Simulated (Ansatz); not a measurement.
CsCl-type TlBr, treated with HSE06 (plane waves, PAW; Ansatz, a quantum-chemistry and plane-wave program).

Numerical settings: plane-wave cutoff 500 eV, 6×6×6 k mesh, gaussian smearing 0.02 eV, scalar-relativistic PAW data made under PBE.

Cell (relaxed at this level):

```cif
data_BrTl
_chemical_formula_sum 'Tl1 Br1'
_space_group_name_H-M_alt 'Pm-3m'
_space_group_IT_number 221
_space_group_name_Hall '-P 4 2 3'
_cell_length_a 4.03370
_cell_length_b 4.03370
_cell_length_c 4.03370
_cell_angle_alpha 90.000
_cell_angle_beta 90.000
_cell_angle_gamma 90.000
loop_
_atom_site_label
_atom_site_type_symbol
_atom_site_symmetry_multiplicity
_atom_site_Wyckoff_symbol
_atom_site_fract_x
_atom_site_fract_y
_atom_site_fract_z
_atom_site_occupancy
Tl1 Tl 1 a 0.00000 0.00000 0.00000 1
Br1 Br 1 b 0.50000 0.50000 0.50000 1
```

Question: Give the computed band gap.

Answer: 
- band gap: 2.67 eV (on the SCF k mesh)

Measured, for comparison: band gap 2.68 eV (temperature not stated, not corrected to a static lattice, detector crystals, literature values; as tabulated in Piasecki et al. (2022), doi:10.1039/d1ma01259b).

Spin–orbit coupling is not included; with these elements it can move the gap by several tenths of an eV or more.

Computed values are for the static lattice.

Cost on a shared machine: very roughly 8 core-minutes.
